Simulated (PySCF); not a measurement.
Computed with PySCF and rigid-rotor harmonic-oscillator thermochemistry at 1 bar. 'Table' is the NASA 1993 thermochemical table (part measured, part estimated). S°(298 K) at PBE0/def2-TZVP differs from the NASA 1993 table for C₃H₅ (allyl) (-17 J/mol/K); whether the harmonic model or the table's entry is off was not settled. 6-31G* has spherical d functions here. Open shells (unrestricted): C₃H₅ (allyl) (multiplicity 2). B3LYP is the form with VWN-RPA correlation. The harmonic model lacks anharmonicity and excited electronic states, which grow with temperature; levels with a mode under 35 cm⁻¹ are left out. The table's entry may be an old estimate for C₃H₅ (allyl) (not checked at source).

Harmonic frequencies at B3LYP/6-31G* (cm⁻¹): 426, 534, 553, 772, 796, 943, 1016, 1046, 1222, 1284, 1440, 1535, 1545, 3152, 3165, 3172, 3260, 3262. Point group C2v; S°(298 K) = 257.8 J/mol/K at this level.

Problem. Work out Cp and S° of gaseous C₃H₅ (allyl) at 500, 800, 1200, 1600, 2000 K from these, and set them beside the table.

Solution. 
| T (K) | Cp B3LYP/6-31G* | Cp table | S° B3LYP/6-31G* | S° table |
|---|---|---|---|---|
| 500 | 91.2 | 91.0 | 297.1 | 314.7 |
| 800 | 119.3 | 118.5 | 346.6 | 364.0 |
| 1200 | 141.8 | 140.3 | 399.6 | 416.6 |
| 1600 | 155.2 | 153.5 | 442.4 | 458.9 |
| 2000 | 163.4 | 162.0 | 478.0 | 494.1 |
Units J/mol/K.
